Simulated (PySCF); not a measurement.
## Where the electron goes

C3H5Cl.
Cartesian coordinates in Å at the GFN2-xTB level; atoms count from 1:
```xyz
9
C3H5Cl angstrom
C     -1.1978    0.0302    0.0076
C      0.2118   -0.4541    0.0505
C      1.2590    0.3433   -0.0590
Cl     2.8821   -0.2338   -0.0075
H     -1.2383    1.1087   -0.1192
H     -1.7119   -0.2381    0.9298
H     -1.7288   -0.4439   -0.8171
H      0.3505   -1.5185    0.1781
H      1.1869    1.4121   -0.1884
```

Method used: TDDFT CAM-B3LYP/def2-SVPD, vertical, gas phase, core orbitals frozen in the response (PySCF).

Frontier orbitals with the atoms that hold most of them (Löwdin shares over 4%, at most four atoms; ? is withheld):

| orbital | ε (eV) | atoms |
| --- | --- | --- |
| LUMO+2 | 1.88 | Cl4 58%, C3 21%, H9 9% |
| LUMO+1 | 1.37 | C1 30%, Cl4 19%, C2 9%, H6 9% |
| LUMO | ? | ? |
| HOMO | -8.50 | Cl4 32%, C3 27%, C2 27%, C1 6% |
| HOMO-1 | -10.24 | ? |
| HOMO-2 | -11.71 | Cl4 58%, C3 23%, C2 8%, C1 5% |
| HOMO-3 | -11.94 | C2 28%, C1 22%, H8 14%, Cl4 13% |

Problem. Which atoms hold the LUMO, and with what shares?

Solution. C3 (bonded to C, Cl and H) 34%; C2 (bonded to 2 C and H) 33%; Cl4 (bonded to C) 10%; C1 (bonded to C and 3 H) 6%. By element: carbon 73%, chlorine 10%.

Problem. Which atoms hold the HOMO-1, and with what shares?

Solution. Cl4 (bonded to C) 81%; C3 (bonded to C, Cl and H) 12%.

Problem. What is the LUMO energy, and the HOMO–LUMO gap?

Solution. ε(LUMO) = 1.15 eV; the gap is 9.65 eV (0.3545 hartree).

Problem. The HOMO–LUMO gap is 9.65 eV. Where does the response calculation put the lowest singlet, and from which orbitals?

Solution. S1 is at 6.64 eV (f = 0.0006), 3.01 eV below the gap, made of HOMO→LUMO+1 (67%), HOMO→LUMO+4 (14%), HOMO→LUMO+2 (9%). Its leading pair isn't HOMO and LUMO; the energies of that pair differ by 9.87 eV. Without the coupling terms of the response equations the lowest excitation would equal the gap.

Problem. One configuration dominates each of S2 and S5. Which, and how do the shares of the two leading atoms of either orbital change from the occupied to the empty one?

Solution. 
- S2 (6.78 eV, f 0.354), HOMO→LUMO (96%): Cl4 32% → 10%, C3 27% → 34%, C2 27% → 33%
- S5 (7.58 eV, f 0.0004), HOMO-1→LUMO (98%): Cl4 81% → 10%, C3 12% → 34%, C2 at most 4% → 33%

Löwdin shares depend on the basis, the more so with diffuse functions.
